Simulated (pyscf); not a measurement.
`[CH2]=[C]=[CH2]` + `[CH3]` [doublet] -> `[CH2][C](=[CH2])[CH3]` [doublet], an addition (doublet surface; none broken, C–C formed). Single points on ωB97X-D3(BJ)/def2-SVP structures (PySCF, gas phase). Energies in kJ/mol from the separated reactants.

Small-basis levels: PySCF, no dispersion term, spherical d functions. AM1 to PM7: differences of heats of formation from MOPAC. GFN2-xTB: tblite. Open shells are spin-unrestricted. 

```
level                      barrier  reaction energy
----------------------  ----------  ---------------
B3LYP/STO-3G                  15.4           -307.2
B3LYP/3-21G                   28.0           -210.7
B3LYP/LANL2DZ                 40.4           -208.2
B3LYP/6-31G*            (withheld)           -214.3
GFN2-xTB                (withheld)           -250.3
AM1                           27.8           -220.3
PM3                           31.4           -224.3
PM6                           30.5           -196.4
PM7                           21.9           -190.4
ωB97M-D3(BJ)/def2-TZVP  (withheld)           -213.3
```

Q: Some entries are withheld; supply them.

A: 
- B3LYP/6-31G*, barrier: 34.9
- GFN2-xTB, barrier: 2.2
- ωB97M-D3(BJ)/def2-TZVP, barrier: 36.7

Against the last row the barrier runs from -34.5 (GFN2-xTB) to +3.7 kJ/mol (B3LYP/LANL2DZ). ωB97M-D3(BJ)/def2-TZVP has limits of its own. This is the saddle that the search found; another between the same sides may lie lower.
